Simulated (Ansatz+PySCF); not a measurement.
singlet C5H5(-): levels of theory in one basis

```yaml
atoms:
  - { symbol: C, position_ang: [1.1998, -0.0047, 0.0086] }
  - { symbol: C, position_ang: [0.3663, 1.1503, 0.0042] }
  - { symbol: C, position_ang: [-0.9645, 0.7033, -0.0057] }
  - { symbol: C, position_ang: [-0.9816, -0.7059, 0.0032] }
  - { symbol: C, position_ang: [0.3678, -1.1334, 0.0001] }
  - { symbol: H, position_ang: [2.2942, -0.0065, -0.0069] }
  - { symbol: H, position_ang: [0.7153, 2.1834, -0.0083] }
  - { symbol: H, position_ang: [-1.8672, 1.3529, -0.0044] }
  - { symbol: H, position_ang: [-1.8617, -1.3572, 0.0067] }
  - { symbol: H, position_ang: [0.7113, -2.1771, 0.0061] }
```

Basis set: def2-SVP (spherical functions). Correlated methods keep 5 orbitals frozen. Charge -1, multiplicity 1.

Computed with Ansatz (development build ahead of 0.2.0); each method stands on the lowest determinant of its kind that the runs found. NEVPT2 correlates all electrons. Active spaces start from the frontier orbitals, and the lowest solution found is given.

```
     method  E − E(RHF) (eV)  <S²> of the determinant
        RHF             0.00                     0.00
    RHF-MP2           -18.41                        –
CASSCF(6,5)            -1.24                        –
```

Problem. What does SC-NEVPT2(6,5) give on the same scale?

Solution. -18.99 eV. NEVPT2 here correlates all electrons, so it doesn't share the others' frozen core.

Problem. Is a single determinant a sound starting point here?

Solution. By this sign, yes. Unrestricted orbitals gain 0.00 eV and <S²> is 0.00 against 0.00 for a pure state. The CASSCF(6,5) natural occupations are 1.98, 1.95, 1.95, 0.06, 0.06.

Caution: no diffuse functions for an anion.
